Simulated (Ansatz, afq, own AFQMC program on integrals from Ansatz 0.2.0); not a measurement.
AFQMC on a folder of integrals that Ansatz 0.2.0 wrote.

```yaml
crystal:
  periodic: [false, false, false]
  atoms:
    - {symbol: Ga, position_ang: [0.000000, 0.000000, -0.680050]}
    - {symbol: Ga, position_ang: [0.000000, 0.000000, 3.344950]}
    - {symbol: H, position_ang: [0.000000, 1.421600, -1.332450]}
    - {symbol: H, position_ang: [0.000000, -1.421600, -1.332450]}
basis:
  gaussian: {orbitals: cc-pVDZ}
magnetization: {spin_polarized: true, initial_magnetization: 2}
correlation: {method: ccsd_t, electrons: outside_noble_gas, hamiltonian_folder: ham}
```

```sh
$ ansatz run in.yaml --threads 1 --pin off --events-out ev --progress --plain --max-ram 1382MiB
```

afq runs on the folder ham with

```
--method phaseless --trial cisd --walkers 60 --populations 1 --least-time 40 --time-step 0.005 --steps-per-block 50 --equilibration-blocks 40 --max-blocks 300 --target-error 0.00068 --factor-cut 1e-05 --start spin_pure --seed 3747 --release-times 0.24,0.51,0.99,1.62,2.4 --release-step 0.03 --release-every 4 --taylor-order 6
```

Times are imaginary, in 1/Eh. The walk had a cap of 932 s. Filled inner d shells are frozen with the cores.

Output of the walk:

```
orbitals 36  electrons 5 3  factors 265 of 732
reference energy -3847.52015377 Eh
CCSD correlation -0.12032870 Eh in 15 cycles, weight of the determinant in the CISD state 0.8879
energy of the start -3847.640306 Eh
 block  time / (1/Eh)  mean weight  energy / Eh
     1     0.250  0.9996  -3847.639199
     2     0.500  0.9982  -3847.639094
     3     0.750  1.0003  -3847.639454
     4     1.000  1.0005  -3847.639835
     5     1.250  1.0006  -3847.640332
     9     2.250  1.0002  -3847.640770
    21     5.250  1.0005  -3847.641703
    41    10.250  0.9986  -3847.641923
    61    15.250  0.9990  -3847.642337
    81    20.250  0.9992  -3847.642607
   101    25.250  0.9996  -3847.640729
   121    30.250  1.0011  -3847.645772
   131    32.750  0.9985  -3847.648562
   141    35.250  0.9988  -3847.641618
   151    37.750  1.0011  -3847.639437
   161    40.250  0.9991  -3847.642978
   181    45.250  1.0002  -3847.644927
   196    49.000  0.9993  -3847.644284
blocks merged  error / Eh  count
     1  0.000149  160
     2  0.000197  80
     4  0.000253  40
     8  0.000325  20
    16  0.000404  10
released: time / (1/Eh)  energy / Eh  error  mean overlap
  0.24  -3847.643817  0.000368  1.0014
  0.51  -3847.644099  0.000315  1.0013
  0.99  -3847.643302  0.000413  1.0234
  1.62  -3847.643527  0.000383  1.0320
  2.40  -3847.643506  0.000344  1.0374
energy -3847.643544 +/- 0.000325 Eh
(rows thinned)
```

The run failed at least one of its tests; the cautions name the faults. The second half of the sampling lies below the first by 1.5 errors of their difference, so the energy may still be moving and its error bar be too small.

Against this walk (error 8.8 meV) on the same determinant: CCSD(T) 27.1 meV higher, CCSDT(Q) 5.1 meV lower (within the noise). The error is statistical and leaves out the bias of the constraint. Released to 2.40 1/Eh the energy moves by 1 ± 13 meV (both errors), within twice the noise.

Cautions: constraint bias not in the error; error not settled; no relativity below Rb; no spin-orbit coupling; inner d shell frozen; lower spins were not checked.

The walk took 2.2 min on 1 thread of Intel(R) Xeon(R) 6975P-C (Granite Rapids), on a shared host. The log's last line is the phaseless energy.

CCSDT and higher add their correlation energy to the determinant of the CCSD(T) run, since their own runs factorise the integrals more tightly (a shift of under 2 meV). A walk keeps the symmetry of its determinant, which the program's search chose and which needn't be the lowest solution, so a lower state of the same spin and another symmetry isn't excluded.
